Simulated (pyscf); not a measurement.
F–GaH–F -> F–Ga [singlet] + hydrogen fluoride (HF), a 1,1-elimination (singlet surface; F–Ga, Ga–H broken, F–H formed). Optimised with ωB97X-D3(BJ)/def2-SVP in PySCF. Correlated levels are frozen-core, on RHF or UHF. ΔMP2 is the change of the MP2 total energy from the triple- to the quadruple-zeta basis. Energies in kJ/mol from the reactant's lowest minimum found.

Small-basis levels: PySCF, no dispersion term, spherical d functions. 

Q: In single points MP2/6-31G*+LANL2DZ puts the saddle at 280.8 kJ/mol and the reaction energy at +139.1 kJ/mol. Should these be trusted to within a few kcal/mol? Compare with CCSD(T)/def2-TZVPP + ΔMP2(QZVPP).

A: CCSD(T)/def2-TZVPP + ΔMP2(QZVPP) gives ΔE‡ = 231.9 kJ/mol and ΔE = +66.7 kJ/mol. MP2/6-31G*+LANL2DZ lies 48.9 kJ/mol over it in the barrier and 72.3 kJ/mol over it in the reaction energy, so on this step it does not hold to within 12.6 kJ/mol. CCSD(T)/def2-TZVPP + ΔMP2(QZVPP) has limits of its own. One saddle was located; it need not be the lowest between these sides. The CCSD(T) − MP2 part came from Ansatz, without density fitting, on the same reference. The frozen core leaves the outer d or s,p core shells of the metals and heavy elements correlated in the MP2 and CC values, and def2-TZVPP describes them poorly, which can shift differences by a few kcal/mol. In the def2 sets elements up to Kr have no core potential.
